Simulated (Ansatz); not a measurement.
## Worked example: correlation energy of H2Si–Ge, triplet

Geometry: that of the H2Si–Ge, singlet, kept fixed.

```xyz
4

Si    0.0000    0.0000    1.5778
Ge    0.0000    0.0000   -0.6770
H     0.0000    1.2330    2.4116
H     0.0000   -1.2330    2.4116
```

Basis cc-pVDZ; Ansatz 0.2.0. Only valence electrons are correlated (noble-gas cores and the filled d shells of p-block atoms frozen), which leaves 10 electrons in 36 orbitals. R marks a restricted (for open shells ROHF) determinant, U an unrestricted one. No spin–orbit coupling is included, and no scalar relativity.

Full CI isn't at hand for all of this; UCCSDT(Q) serves as the reference, and is uncertain by about the last step of the cluster series.

Runs differ by some tens of microhartree through their thresholds and, for an open shell, their frozen cores, so steps under 0.03 kcal/mol mean nothing.

```json
{"level": "UHF", "total energy (hartree)": "-2365.365092"}
{"level": "UMP2", "total energy (hartree)": "-2365.508014"}
{"level": "UCCSD", "total energy (hartree)": "-2365.544535"}
{"level": "UCCSD(T)", "total energy (hartree)": "-2365.550106"}
{"level": "UCCSDT", "total energy (hartree)": "-2365.551388"}
{"level": "UCCSDT(Q)", "total energy (hartree)": "-2365.551694"}
```

**Question.** What is the correlation energy at UCCSDT(Q), and what share of it do UMP2 and UCCSDT recover?

**Answer.** E(corr) = -2365.551694 − (-2365.365092) = -0.186602 hartree = -5.078 eV. UMP2: -0.142922 / -0.186602 = 76.59 %. UCCSDT: -0.186296 / -0.186602 = 99.84 %.

**Question.** By how many kcal/mol does UCCSD(T) miss UCCSDT(Q) (1 hartree = 627.509 kcal/mol), and which steps make up the rest?

**Answer.** -2365.550106 − (-2365.551694) = 0.001588 hartree = 1.00 kcal/mol. Steps: UCCSDT − UCCSD(T) = -0.80, UCCSDT(Q) − UCCSDT = -0.19 kcal/mol. Differences between like states or geometries often cancel part of this.
